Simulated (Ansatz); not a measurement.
**Structure relaxation of TaPb**

Method: Ansatz 0.2.0, DFT PBE, scalar-relativistic, plane waves, PAW.

TaPb was placed on the CuAu (L1_0) structure type (P4/mmm, No. 123), with Ta in place of Cu, Pb in place of Au, at a guessed volume.

Input of the last, converged step (default PAW datasets):

```yaml
crystal:
  lattice:
    - [3.3699939967, 0.0, 0.0]
    - [0.0, 3.3699939967, 0.0]
    - [0.0, 0.0, 3.7678127135]
  atoms:
    - { symbol: Ta, position: [0.5, 0.5, 0.5] }
    - { symbol: Pb, position: [0.0, 0.0, 0.0] }
basis:
  ecutwfc: 420
kpoints:
  mp_grid: { grid: [16, 16, 14] }
hamiltonian:
  xc: pbe
scf:
  occupations: { method: gaussian, width: 0.1 }
output:
  forces: true
  stress: true
  eigenvalues: true
relax:
  adjacent_minimum: "off"
  f_tol: 0.01
  max_steps: 80
  cell: { stress_tol: 0.05 }
```

Launched as:

```bash
ansatz run input.yaml --threads 1 --pin off --max-ram 2560MiB --backend cpu --events-out ev --progress --plain --runs-dir out
```

Time: 61 s on 1 thread of Intel(R) Xeon(R) 6975P-C (Granite Rapids), with other jobs on the host, peak memory 0.56 GiB.

The program printed at the end:

```
SCF converged after 9 iterations
Free energy (F): -21837.103429 eV
Harris-Foulkes:  -21837.103429 eV  (|F-HF|=7.28e-12)
Internal energy: -21837.095268 eV  (E = F + TS)
E sigma→0 (E₀):  -21837.099349 eV
Entropy (-TS):   -0.008161 eV (-4.080 meV/atom)
Fermi energy:    16.351213 eV
--- Per-component energies (eV) ---
  E_band       = -103.629156
  E_kinetic    = 658.837388
  E_local      = -1416.848451  (includes V_loc(G=0)·N_el)
  E_nonlocal   = 364.278751
  E_hartree    = 540.705442
  E_xc         = -438.167797
  E_vxc        = -335.674765  (∫ρ·V_xc dr)
  E_paw        = -18806.856404  (= ΣΔE_a)
  E_vpaw       = -455.633155  (= ΣTr[D̂ρ^β])
  E_aug_tail   = 0.000192  (compensation charges beyond the density's cutoff)
  E_ewald      = -2739.044391
  E_smearing   = -0.008161  (= −TS)
  E_closure    = 0.000000  (closes the sum)
  Σ components = -21837.103429   (vs F -21837.103429, Δ=0.00e0)
--- Forces (eV/Å), atoms counted from 1 ---
  atom   1  Ta     0.00000000     0.00000000     0.00000000
  atom   2  Pb     0.00000000     0.00000000     0.00000000
  max |Σ_I F_I| component: 6.11e-30 eV/Å
--- Stress (GPa, compression-positive) ---
        0.018756       0.000000       0.000000
        0.000000       0.018756       0.000000
        0.000000       0.000000      -0.048965
  P = ⅓ Tr σ = -0.0038 GPa (-0.038 kbar)
--- Relaxed structure (5 steps of the walk, 4 accepted, 1 SCFs on fresh bases) ---
  F+E_penalty+E_count = -21837.10342940 eV   max|allowed force component| = 3.254e-30 eV/Å   (the final SCF, on the basis selected at the relaxed cell)
  cell:  # Å, volume = 42.4896 Å³
    - [3.468784, 0.000000, 0.0]
    - [0.000000, 3.468784, 0.0]
    - [0.0, 0.0, 3.531246]
  atoms:
    - { symbol: Ta, position: [0.5, 0.5, 0.5] }
    - { symbol: Pb, position: [0.000000, 0.000000, 0.0] }
```

Total energies depend on the potentials used, so only differences within one code and one set of settings carry meaning.

The result has space group P4/mmm (No. 123). Ta has 8 Pb at 3.02 Å and 6 Ta at 3.47–3.53 Å; Pb is coordinated by 8 Ta at 3.02 Å and 6 Pb at 3.47–3.53 Å.

Against the elements it lies at 0.78 eV/atom. The zero of energy is the elements' standard structures at the same level; no fitted shifts are applied.

The k mesh leaves about 4 meV/atom of noise in metals. Spin–orbit coupling is left out.

Symmetry constrained the relaxation, so the result can be a saddle point.